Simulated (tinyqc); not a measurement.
UHF in the sto-3g basis, for OH+, spin multiplicity 3, step by step (part 1 of 3). Computed by tinyqc, a small Python program that keeps every step (integrals from PySCF). Settings: charge = 1, multiplicity = 3, basis = sto-3g, energy threshold = 1e-09, iteration cap = 60, orthogonalisation = canonical, start = random, DIIS depth = 6, method = UHF. Command: `OMP_NUM_THREADS=1 python tinyqc.py 20927 20928 out.jsonl` (the two numbers bound the seeds that draw the settings). One thread of a shared host (Intel(R) Xeon(R) Processor @ 2.60GHz), about 0.1 s of CPU time with the checks. Later iterations appear only in the table of the cycle.

## One-electron integrals

Geometry (angstrom):
```
atom         x         y         z
O     0.000000  0.000000  0.000000
H     0.000000  0.000000  0.833000
```

Basis sto-3g: exponents (1/bohr^2) and contraction coefficients of normalised primitives:
```
element  l (shell)    exponent  coefficient
O            s (1)  130.709320     0.154329
O            s (1)   23.808861     0.535328
O            s (1)    6.443608     0.444635
O            s (2)    5.033151    -0.099967
O            s (2)    1.169596     0.399513
O            s (2)    0.380389     0.700115
O            p (3)    5.033151     0.155916
O            p (3)    1.169596     0.607684
O            p (3)    0.380389     0.391957
H            s (1)    3.425251     0.154329
H            s (1)    0.623914     0.535328
H            s (1)    0.168855     0.444635
```

Overlap, kinetic and nuclear-attraction integrals over the contracted functions; the nuclear repulsion is the sum of Za Zb / Rab.

nuclear repulsion = 5.08213408 hartree

overlap S, order 1O 1s, 1O 2s, 1O 2px, 1O 2py, 1O 2pz, 2H 1s:
$$\begin{pmatrix}
1.000000 & 0.236704 & 0.000000 & 0.000000 & 0.000000 & 0.072206 \\
0.236704 & 1.000000 & 0.000000 & 0.000000 & 0.000000 & 0.559413 \\
0.000000 & 0.000000 & 1.000000 & 0.000000 & 0.000000 & 0.000000 \\
0.000000 & 0.000000 & 0.000000 & 1.000000 & 0.000000 & 0.000000 \\
0.000000 & 0.000000 & 0.000000 & 0.000000 & 1.000000 & 0.432134 \\
0.072206 & 0.559413 & 0.000000 & 0.000000 & 0.432134 & 1.000000
\end{pmatrix}$$

kinetic energy T (hartree), order 1O 1s, 1O 2s, 1O 2px, 1O 2py, 1O 2pz, 2H 1s:
$$\begin{pmatrix}
29.003200 & -0.168011 & 0.000000 & 0.000000 & 0.000000 & 0.009512 \\
-0.168011 & 0.808128 & 0.000000 & 0.000000 & 0.000000 & 0.197167 \\
0.000000 & 0.000000 & 2.528731 & 0.000000 & 0.000000 & 0.000000 \\
0.000000 & 0.000000 & 0.000000 & 2.528731 & 0.000000 & 0.000000 \\
0.000000 & 0.000000 & 0.000000 & 0.000000 & 2.528731 & 0.387891 \\
0.009512 & 0.197167 & 0.000000 & 0.000000 & 0.387891 & 0.760032
\end{pmatrix}$$

nuclear attraction V (hartree), order 1O 1s, 1O 2s, 1O 2px, 1O 2py, 1O 2pz, 2H 1s:
$$\begin{pmatrix}
-61.253722 & -7.333450 & 0.000000 & 0.000000 & -0.020498 & -2.315393 \\
-7.333450 & -9.669290 & 0.000000 & 0.000000 & -0.226409 & -4.512630 \\
0.000000 & 0.000000 & -9.541205 & 0.000000 & 0.000000 & 0.000000 \\
0.000000 & 0.000000 & 0.000000 & -9.541205 & 0.000000 & 0.000000 \\
-0.020498 & -0.226409 & 0.000000 & 0.000000 & -9.707766 & -3.211061 \\
-2.315393 & -4.512630 & 0.000000 & 0.000000 & -3.211061 & -6.008177
\end{pmatrix}$$

core Hamiltonian H = T + V (hartree), order 1O 1s, 1O 2s, 1O 2px, 1O 2py, 1O 2pz, 2H 1s:
$$\begin{pmatrix}
-32.250522 & -7.501461 & 0.000000 & 0.000000 & -0.020498 & -2.305880 \\
-7.501461 & -8.861162 & 0.000000 & 0.000000 & -0.226409 & -4.315463 \\
0.000000 & 0.000000 & -7.012474 & 0.000000 & 0.000000 & 0.000000 \\
0.000000 & 0.000000 & 0.000000 & -7.012474 & 0.000000 & 0.000000 \\
-0.020498 & -0.226409 & 0.000000 & 0.000000 & -7.179034 & -2.823170 \\
-2.305880 & -4.315463 & 0.000000 & 0.000000 & -2.823170 & -5.248145
\end{pmatrix}$$

## Two-electron integrals

Functions are numbered as in S; the eight-fold symmetry (ij|kl) = (ji|kl) = (kl|ij) leaves the list below.

Two-electron integrals (ij|kl) in chemists' order, unique and non-zero (hartree):
```
(11|11) 4.785065   (21|11) 0.741380   (21|21) 0.136873   (22|11) 1.118947
(22|21) 0.256633   (22|22) 0.817206   (31|31) 0.024477   (32|31) 0.037809
(32|32) 0.180518   (33|11) 1.115814   (33|21) 0.256684   (33|22) 0.817023
(33|33) 0.880159   (41|41) 0.024477   (42|41) 0.037809   (42|42) 0.180518
(43|43) 0.047444   (44|11) 1.115814   (44|21) 0.256684   (44|22) 0.817023
(44|33) 0.785270   (44|44) 0.880159   (51|51) 0.024477   (52|51) 0.037809
(52|52) 0.180518   (53|53) 0.047444   (54|54) 0.047444   (55|11) 1.115814
(55|21) 0.256684   (55|22) 0.817023   (55|33) 0.785270   (55|44) 0.785270
(55|55) 0.880159   (61|11) 0.230694   (61|21) 0.042160   (61|22) 0.078308
(61|33) 0.078167   (61|44) 0.078167   (61|51) 0.001883   (61|52) 0.003502
(61|55) 0.078598   (61|61) 0.013147   (62|11) 0.496843   (62|21) 0.115096
(62|22) 0.398355   (62|33) 0.392193   (62|44) 0.392193   (62|51) 0.008437
(62|52) 0.061171   (62|55) 0.410324   (62|61) 0.035969   (62|62) 0.229492
(63|31) 0.012801   (63|32) 0.071692   (63|53) 0.013085   (63|63) 0.034989
(64|41) 0.012801   (64|42) 0.071692   (64|54) 0.013085   (64|64) 0.034989
(65|11) 0.328942   (65|21) 0.077287   (65|22) 0.285898   (65|33) 0.272594
(65|44) 0.272594   (65|51) 0.017886   (65|52) 0.114212   (65|55) 0.312203
(65|61) 0.025354   (65|62) 0.200162   (65|65) 0.208016   (66|11) 0.596330
(66|21) 0.140335   (66|22) 0.549785   (66|33) 0.527635   (66|44) 0.527635
(66|51) 0.014804   (66|52) 0.141082   (66|55) 0.593474   (66|61) 0.044365
(66|62) 0.377753   (66|65) 0.377364   (66|66) 0.774606
```

## Orthogonalisation

S = U s U^T; canonical form X = U s^(-1/2), so that X^T S X = 1. Each column of U has its largest component positive (the first on a tie).

eigenvalues of S: [0.283138, 0.841268, 1.000000, 1.000000, 1.122017, 1.753576]

X, order 1O 1s, 1O 2s, 1O 2px, 1O 2py, 1O 2pz, 2H 1s:
$$\begin{pmatrix}
0.228578 & 0.791370 & 0.000000 & 0.000000 & -0.595353 & 0.185982 \\
-1.088086 & -0.469149 & 0.000000 & 0.000000 & -0.359801 & 0.436666 \\
0.000000 & 0.000000 & -0.583895 & 0.811829 & 0.000000 & 0.000000 \\
0.000000 & 0.000000 & 0.811829 & 0.583895 & 0.000000 & 0.000000 \\
-0.782219 & 0.549199 & 0.000000 & 0.000000 & 0.614224 & 0.292188 \\
1.297613 & -0.201732 & 0.000000 & 0.000000 & 0.173432 & 0.509531
\end{pmatrix}$$

Within a degenerate level the vectors are fixed only up to a rotation; this is one choice.

## Starting guess

The start is random orthonormal orbitals; D(s) = C_occ C_occ^T for each spin.

D(alpha) at the start, order 1O 1s, 1O 2s, 1O 2px, 1O 2py, 1O 2pz, 2H 1s:
$$\begin{pmatrix}
0.979315 & -0.511633 & -0.068547 & -0.145910 & -0.016972 & 0.084746 \\
-0.511633 & 1.327538 & -0.145333 & -0.309358 & 0.581779 & -1.249883 \\
-0.068547 & -0.145333 & 0.946747 & -0.113356 & 0.029945 & -0.033969 \\
-0.145910 & -0.309358 & -0.113356 & 0.758710 & 0.063741 & -0.072307 \\
-0.016972 & 0.581779 & 0.029945 & 0.063741 & 1.359293 & -0.851302 \\
0.084746 & -1.249883 & -0.033969 & -0.072307 & -0.851302 & 1.992528
\end{pmatrix}$$

D(beta) at the start, order 1O 1s, 1O 2s, 1O 2px, 1O 2py, 1O 2pz, 2H 1s:
$$\begin{pmatrix}
0.882256 & -0.207673 & -0.044843 & -0.325740 & -0.004130 & -0.151413 \\
-0.207673 & 0.185910 & -0.290078 & 0.067493 & 0.201016 & -0.007586 \\
-0.044843 & -0.290078 & 0.914751 & -0.138688 & -0.099762 & 0.210551 \\
-0.325740 & 0.067493 & -0.138688 & 0.242523 & -0.246936 & -0.016115 \\
-0.004130 & 0.201016 & -0.099762 & -0.246936 & 0.746280 & 0.082367 \\
-0.151413 & -0.007586 & 0.210551 & -0.016115 & 0.082367 & 0.085759
\end{pmatrix}$$

## Iteration 1: building the Fock matrix

J_ij = sum D_kl (ij|kl) with D = D(alpha) + D(beta), K_ij = sum D_kl (ik|jl) for each spin; F = H + J - K(s); E = tr D H + tr D J / 2 - 0.5 sum_s tr D(s) K(s) + E_nn.

Coulomb J (hartree), order 1O 1s, 1O 2s, 1O 2px, 1O 2py, 1O 2pz, 2H 1s:
$$\begin{pmatrix}
14.531539 & 2.724627 & -0.033955 & -0.043643 & 0.039952 & 0.842988 \\
2.724627 & 6.700477 & -0.140455 & -0.135665 & 0.244278 & 3.339645 \\
-0.033955 & -0.140455 & 6.703114 & -0.023916 & -0.002004 & -0.054804 \\
-0.043643 & -0.135665 & -0.023916 & 6.621485 & -0.019697 & -0.057737 \\
0.039952 & 0.244278 & -0.002004 & -0.019697 & 6.756537 & 2.507233 \\
0.842988 & 3.339645 & -0.054804 & -0.057737 & 2.507233 & 4.794202
\end{pmatrix}$$

exchange K(alpha) (hartree), order 1O 1s, 1O 2s, 1O 2px, 1O 2py, 1O 2pz, 2H 1s:
$$\begin{pmatrix}
4.140878 & 0.405541 & -0.124054 & -0.264062 & 0.047417 & 0.078852 \\
0.405541 & 0.886385 & -0.180921 & -0.385109 & 0.101108 & 0.452346 \\
-0.124054 & -0.180921 & 1.029099 & -0.094393 & 0.015231 & -0.084211 \\
-0.264062 & -0.385109 & -0.094393 & 0.872518 & 0.032421 & -0.179252 \\
0.047417 & 0.101108 & 0.015231 & 0.032421 & 1.102685 & 0.473647 \\
0.078852 & 0.452346 & -0.084211 & -0.179252 & 0.473647 & 0.819343
\end{pmatrix}$$

exchange K(beta) (hartree), order 1O 1s, 1O 2s, 1O 2px, 1O 2py, 1O 2pz, 2H 1s:
$$\begin{pmatrix}
3.916704 & 0.433959 & -0.117406 & -0.353028 & 0.013906 & 0.070514 \\
0.433959 & 0.498580 & -0.204899 & -0.036076 & 0.244063 & 0.336620 \\
-0.117406 & -0.204899 & 0.891684 & -0.115487 & -0.022924 & -0.048681 \\
-0.353028 & -0.036076 & -0.115487 & 0.331909 & -0.210231 & -0.077934 \\
0.013906 & 0.244063 & -0.022924 & -0.210231 & 0.813323 & 0.453439 \\
0.070514 & 0.336620 & -0.048681 & -0.077934 & 0.453439 & 0.424745
\end{pmatrix}$$

F(alpha) (hartree), order 1O 1s, 1O 2s, 1O 2px, 1O 2py, 1O 2pz, 2H 1s:
$$\begin{pmatrix}
-21.859861 & -5.182374 & 0.090099 & 0.220419 & -0.027963 & -1.541744 \\
-5.182374 & -3.047071 & 0.040466 & 0.249444 & -0.083238 & -1.428164 \\
0.090099 & 0.040466 & -1.338458 & 0.070477 & -0.017235 & 0.029407 \\
0.220419 & 0.249444 & 0.070477 & -1.263506 & -0.052119 & 0.121516 \\
-0.027963 & -0.083238 & -0.017235 & -0.052119 & -1.525182 & -0.789583 \\
-1.541744 & -1.428164 & 0.029407 & 0.121516 & -0.789583 & -1.273287
\end{pmatrix}$$

F(beta) (hartree), order 1O 1s, 1O 2s, 1O 2px, 1O 2py, 1O 2pz, 2H 1s:
$$\begin{pmatrix}
-21.635687 & -5.210792 & 0.083452 & 0.309385 & 0.005548 & -1.533406 \\
-5.210792 & -2.659265 & 0.064444 & -0.099589 & -0.226193 & -1.312439 \\
0.083452 & 0.064444 & -1.201043 & 0.091571 & 0.020920 & -0.006123 \\
0.309385 & -0.099589 & 0.091571 & -0.722898 & 0.190534 & 0.020197 \\
0.005548 & -0.226193 & 0.020920 & 0.190534 & -1.235821 & -0.769376 \\
-1.533406 & -1.312439 & -0.006123 & 0.020197 & -0.769376 & -0.878688
\end{pmatrix}$$

total energy of this density = -62.98287708 hartree

## Iteration 1: diagonalisation and new density

Diagonalise F' = X^T F X, C = X C', fill 5 alpha and 3 beta electrons from the bottom; D(s) = C_occ C_occ^T. Each column has its largest component positive (the first on a tie).

F' = X^T F X (alpha) (hartree):
$$\begin{pmatrix}
-0.659478 & -1.113445 & -0.034804 & 0.009710 & 0.856488 & 0.060006 \\
-1.113445 & -10.609000 & -0.018091 & 0.032465 & 9.017371 & -4.334570 \\
-0.034804 & -0.018091 & -1.355875 & 0.057950 & -0.145250 & 0.133700 \\
0.009710 & 0.032465 & 0.057950 & -1.246089 & -0.195235 & 0.150822 \\
0.856488 & 9.017371 & -0.145250 & -0.195235 & -10.590867 & 4.479579 \\
0.060006 & -4.334570 & 0.133700 & 0.150822 & 4.479579 & -3.826765
\end{pmatrix}$$

orbital energies (alpha) (hartree): MO1 -21.862915, MO2 -1.991712, MO3 -1.543296, MO4 -1.369996, MO5 -1.160906, MO6 -0.359249

coefficients C (alpha), order 1O 1s, 1O 2s, 1O 2px, 1O 2py, 1O 2pz, 2H 1s:
$$\begin{pmatrix}
0.999478 & -0.236628 & 0.028212 & 0.026450 & -0.057974 & 0.087992 \\
0.003410 & 0.985158 & -0.154617 & -0.108806 & 0.321380 & -0.783957 \\
-0.004348 & 0.002796 & -0.002902 & 0.922773 & 0.383851 & 0.033353 \\
-0.010683 & -0.256629 & 0.225924 & -0.360557 & 0.866900 & 0.038328 \\
0.003473 & 0.132986 & 0.907382 & 0.082805 & -0.131016 & -0.714892 \\
-0.004971 & 0.000236 & 0.136893 & -0.008328 & -0.101423 & 1.408927
\end{pmatrix}$$

F' = X^T F X (beta) (hartree):
$$\begin{pmatrix}
0.048788 & -1.077867 & 0.089664 & -0.028332 & 0.918514 & 0.178600 \\
-1.077867 & -10.141254 & 0.290003 & 0.268360 & 9.136498 & -4.416349 \\
0.089664 & 0.290003 & -0.972727 & 0.255783 & 0.013074 & 0.037718 \\
-0.028332 & 0.268360 & 0.255783 & -0.951213 & -0.065837 & 0.084596 \\
0.918514 & 9.136498 & 0.013074 & -0.065837 & -10.325526 & 4.457240 \\
0.178600 & -4.416349 & 0.037718 & 0.084596 & 4.457240 & -3.596274
\end{pmatrix}$$

orbital energies (beta) (hartree): MO1 -21.641544, MO2 -1.645009, MO3 -1.267572, MO4 -1.169619, MO5 -0.577854, MO6 0.363393

coefficients C (beta), order 1O 1s, 1O 2s, 1O 2px, 1O 2py, 1O 2pz, 2H 1s:
$$\begin{pmatrix}
0.998326 & -0.207815 & 0.063971 & -0.084121 & 0.081005 & 0.099878 \\
0.008654 & 0.842034 & -0.313570 & 0.374699 & -0.290929 & -0.831688 \\
-0.004042 & -0.119329 & 0.607123 & 0.774757 & 0.122481 & -0.043553 \\
-0.014726 & 0.077951 & -0.404753 & 0.188460 & 0.891260 & 0.004510 \\
0.002959 & 0.449327 & 0.585323 & -0.481266 & 0.331873 & -0.699906 \\
-0.007115 & 0.078621 & 0.114834 & -0.004717 & 0.039010 & 1.411819
\end{pmatrix}$$

D(alpha) after iteration 1, order 1O 1s, 1O 2s, 1O 2px, 1O 2py, 1O 2pz, 2H 1s:
$$\begin{pmatrix}
1.059806 & -0.255580 & -0.002935 & -0.003373 & 0.007388 & 0.004497 \\
-0.255580 & 1.109577 & 0.026147 & 0.030047 & -0.060388 & -0.052640 \\
-0.002935 & 0.026147 & 0.998888 & -0.001278 & 0.023844 & -0.046991 \\
-0.003373 & 0.030047 & -0.001278 & 0.998531 & 0.027400 & -0.054001 \\
0.007388 & -0.060388 & 0.023844 & 0.027400 & 0.865061 & 0.136827 \\
0.004497 & -0.052640 & -0.046991 & -0.054001 & 0.136827 & 0.029120
\end{pmatrix}$$

D(beta) after iteration 1, order 1O 1s, 1O 2s, 1O 2px, 1O 2py, 1O 2pz, 2H 1s:
$$\begin{pmatrix}
1.043935 & -0.186407 & 0.059601 & -0.056794 & -0.052979 & -0.016096 \\
-0.186407 & 0.807422 & -0.290890 & 0.192428 & 0.194835 & 0.030131 \\
0.059601 & -0.290890 & 0.382854 & -0.254977 & 0.301733 & 0.060365 \\
-0.056794 & 0.192428 & -0.254977 & 0.170118 & -0.201929 & -0.040246 \\
-0.052979 & 0.194835 & 0.301733 & -0.201929 & 0.544506 & 0.102521 \\
-0.016096 & 0.030131 & 0.060365 & -0.040246 & 0.102521 & 0.019419
\end{pmatrix}$$

## Iteration 2: building the Fock matrix

As before.

Coulomb J (hartree), order 1O 1s, 1O 2s, 1O 2px, 1O 2py, 1O 2pz, 2H 1s:
$$\begin{pmatrix}
16.133463 & 2.984753 & -0.016903 & 0.011465 & 0.016792 & 0.921452 \\
2.984753 & 7.072871 & -0.089379 & 0.062259 & 0.103779 & 3.404424 \\
-0.016903 & -0.089379 & 7.064094 & -0.024316 & 0.031244 & -0.027053 \\
0.011465 & 0.062259 & -0.024316 & 7.043874 & -0.019027 & 0.019196 \\
0.016792 & 0.103779 & 0.031244 & -0.019027 & 7.088064 & 2.444424 \\
0.921452 & 3.404424 & -0.027053 & 0.019196 & 2.444424 & 4.603419
\end{pmatrix}$$

exchange K(alpha) (hartree), order 1O 1s, 1O 2s, 1O 2px, 1O 2py, 1O 2pz, 2H 1s:
$$\begin{pmatrix}
4.912750 & 0.852662 & 0.000079 & 0.000091 & 0.001816 & 0.272998 \\
0.852662 & 1.419882 & 0.003420 & 0.003930 & 0.001652 & 0.676358 \\
0.000079 & 0.003420 & 1.171678 & -0.001064 & 0.006430 & -0.007765 \\
0.000091 & 0.003930 & -0.001064 & 1.171381 & 0.007390 & -0.008923 \\
0.001816 & 0.001652 & 0.006430 & 0.007390 & 1.142702 & 0.434938 \\
0.272998 & 0.676358 & -0.007765 & -0.008923 & 0.434938 & 0.562674
\end{pmatrix}$$

exchange K(beta) (hartree), order 1O 1s, 1O 2s, 1O 2px, 1O 2py, 1O 2pz, 2H 1s:
$$\begin{pmatrix}
4.852033 & 0.787639 & -0.012211 & -0.011754 & 0.004459 & 0.249761 \\
0.787639 & 0.942456 & -0.244620 & 0.156560 & 0.245494 & 0.557738 \\
-0.012211 & -0.244620 & 0.535360 & -0.212323 & 0.268503 & -0.009356 \\
-0.011754 & 0.156560 & -0.212323 & 0.358211 & -0.179647 & 0.003768 \\
0.004459 & 0.245494 & 0.268503 & -0.179647 & 0.737060 & 0.422582 \\
0.249761 & 0.557738 & -0.009356 & 0.003768 & 0.422582 & 0.507289
\end{pmatrix}$$

F(alpha) (hartree), order 1O 1s, 1O 2s, 1O 2px, 1O 2py, 1O 2pz, 2H 1s:
$$\begin{pmatrix}
-21.029808 & -5.369370 & -0.016981 & 0.011374 & -0.005522 & -1.657426 \\
-5.369370 & -3.208173 & -0.092799 & 0.058329 & -0.124282 & -1.587396 \\
-0.016981 & -0.092799 & -1.120058 & -0.023251 & 0.024813 & -0.019288 \\
0.011374 & 0.058329 & -0.023251 & -1.139981 & -0.026417 & 0.028119 \\
-0.005522 & -0.124282 & 0.024813 & -0.026417 & -1.233672 & -0.813684 \\
-1.657426 & -1.587396 & -0.019288 & 0.028119 & -0.813684 & -1.207400
\end{pmatrix}$$

F(beta) (hartree), order 1O 1s, 1O 2s, 1O 2px, 1O 2py, 1O 2pz, 2H 1s:
$$\begin{pmatrix}
-20.969091 & -5.304347 & -0.004692 & 0.023218 & -0.008165 & -1.634189 \\
-5.304347 & -2.730747 & 0.155240 & -0.094301 & -0.368124 & -1.468777 \\
-0.004692 & 0.155240 & -0.483739 & 0.188007 & -0.237259 & -0.017697 \\
0.023218 & -0.094301 & 0.188007 & -0.326811 & 0.160619 & 0.015428 \\
-0.008165 & -0.368124 & -0.237259 & 0.160619 & -0.828031 & -0.801328 \\
-1.634189 & -1.468777 & -0.017697 & 0.015428 & -0.801328 & -1.152015
\end{pmatrix}$$

total energy of this density = -73.79577099 hartree

## Iteration 2: DIIS over 2 matrices

error matrix X^T (FDS - SDF) X (alpha):
$$\begin{pmatrix}
0.000000 & 0.030328 & -0.019219 & -0.036658 & -0.087183 & -0.165445 \\
-0.030328 & 0.000000 & 0.003811 & 0.006373 & 0.017733 & 0.025550 \\
0.019219 & -0.003811 & 0.000000 & 0.000567 & -0.000283 & 0.004596 \\
0.036658 & -0.006373 & -0.000567 & 0.000000 & -0.003114 & 0.003883 \\
0.087183 & -0.017733 & 0.000283 & 0.003114 & 0.000000 & 0.023289 \\
0.165445 & -0.025550 & -0.004596 & -0.003883 & -0.023289 & 0.000000
\end{pmatrix}$$

B (overlaps of the stored error matrices):
$$\begin{pmatrix}
2.8004280e+02 & 3.6903837e+00 \\
3.6903837e+00 & 3.8990968e-01
\end{pmatrix}$$

Minimise |sum c_i e_i|^2 with sum c_i = 1: solve [B -1; -1 0][c; lambda] = [0; -1] with B_ij = tr e_i^T e_j summed over both spins, and take F = sum c_i F_i.

DIIS coefficients: [-0.012087, 1.012087]

extrapolated F(alpha) (hartree), order 1O 1s, 1O 2s, 1O 2px, 1O 2py, 1O 2pz, 2H 1s:
$$\begin{pmatrix}
-21.019775 & -5.371631 & -0.018276 & 0.008847 & -0.005250 & -1.658824 \\
-5.371631 & -3.210120 & -0.094410 & 0.056019 & -0.124778 & -1.589321 \\
-0.018276 & -0.094410 & -1.117418 & -0.024384 & 0.025321 & -0.019877 \\
0.008847 & 0.056019 & -0.024384 & -1.138488 & -0.026106 & 0.026990 \\
-0.005250 & -0.124778 & 0.025321 & -0.026106 & -1.230148 & -0.813975 \\
-1.658824 & -1.589321 & -0.019877 & 0.026990 & -0.813975 & -1.206604
\end{pmatrix}$$

extrapolated F(beta) (hartree), order 1O 1s, 1O 2s, 1O 2px, 1O 2py, 1O 2pz, 2H 1s:
$$\begin{pmatrix}
-20.961034 & -5.305477 & -0.005757 & 0.019759 & -0.008331 & -1.635407 \\
-5.305477 & -2.731611 & 0.156338 & -0.094238 & -0.369840 & -1.470666 \\
-0.005757 & 0.156338 & -0.475069 & 0.189173 & -0.240380 & -0.017837 \\
0.019759 & -0.094238 & 0.189173 & -0.322023 & 0.160258 & 0.015371 \\
-0.008331 & -0.369840 & -0.240380 & 0.160258 & -0.823101 & -0.801715 \\
-1.635407 & -1.470666 & -0.017837 & 0.015371 & -0.801715 & -1.155319
\end{pmatrix}$$
